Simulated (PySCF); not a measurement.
Compound: C2HN2 (doublet state).
Cartesian coordinates in Å at the GFN2-xTB level; atoms count from 1:
```
atom  x, y, z in Å
N1    -1.263    1.022   -0.373
C2    -0.576    0.013   -0.296
C3     0.849   -0.012   -0.135
N4     1.984   -0.012   -0.006
H5    -0.985   -1.009   -0.344
```

As a line formula: `[N]=CC#N` [radical].

Computed with UKS B3LYP, pcH-1 on C H N, non-relativistic, mean-field spin-orbit, GIAO (PySCF 2.14.0). Geometry: GFN2-xTB; no solvent, vibrations or thermal averaging. A GFN2-xTB geometry isn't a minimum of the functional, and hyperfine couplings can be far from their values at a DFT geometry.

**Question.** What is the g tensor, term by term?

**Answer.** 
```csv
Δg (ppm),1,2,3
relativistic mass correction,-217,-217,-217
gauge correction,53,-1,20
orbital Zeeman/spin–orbit,-708,128,2883
total,-872,-90,2686
```

So g = 2.00145, 2.00223, 2.00501 and g_iso = 2.00289; the tensor is rhombic: the two nearest values differ by 22 % of g3 − g1. Axes: g1 points within 5° of the N1–C2 bond and g3 is normal to the molecular plane.

**Question.** What effective moment and Curie constant follow for a powder?

**Answer.** With the mean of g² = 4.0116 and S(S+1) = 0.75: μ_eff = √(⟨g²⟩S(S+1)) = 1.735 μB and χT = 0.12505·⟨g²⟩·S(S+1) = 0.376 cm³ K/mol (cgs; spin-Hamiltonian part alone).

**Question.** How much does each term add to the isotropic shift?

**Answer.** The orbital-Zeeman/spin–orbit term 767, the mass correction -217 and the gauge correction 24 ppm, for a total of 575 ppm. The orbital-Zeeman/spin–orbit term is the largest in size. The mass correction is the same along every axis, so the anisotropy comes from the other two: their spans along these axes are 55 (gauge) and 3591 ppm (orbital Zeeman/spin–orbit).

**Question.** At 94.053 GHz, how far is the centre of the isotropic spectrum from where a free electron (g = 2.002319) resonates?

**Answer.** B = hν/(g μB) with μB/h = 13.99624 MHz/mT gives 3356.05 mT for the free electron and 3355.08 mT at g_iso, 0.96 mT lower.

**Question.** In a frozen sample, at which fields do the three g values resonate at 9.5, 34, 94 and 263 GHz (hyperfine left aside), and which band first spreads them over more than twice a line width of 0.5 mT?

**Answer.** 
| band | GHz | B(g3) mT | B(g2) mT | B(g1) mT | spread mT |
| --- | --- | --- | --- | --- | --- |
| X | 9.5 | 338.53 | 339.00 | 339.13 | 0.60 |
| Q | 34.0 | 1211.58 | 1213.26 | 1213.73 | 2.15 |
| W | 94.0 | 3349.66 | 3354.31 | 3355.61 | 5.95 |
| J | 263.0 | 9371.92 | 9384.92 | 9388.58 | 16.66 |

The spread grows in proportion to the frequency. Q band is the first where it exceeds 1.0 mT.

The Mulliken spin populations are largest on N1 (+0.99), C2 (-0.17), H5 (+0.12) and C3 (+0.10). N1 is the only atom above +0.15.

The HOMO–LUMO gaps are 6.22 eV among the α and 5.71 eV among the β orbitals.

The run took 9.9 s (with the writing of density and orbital grids) on AMD EPYC 7B13, one thread, shared host with 96 logical CPUs at a one-minute load of 19, and the process peaked at 0.36 GiB of memory.
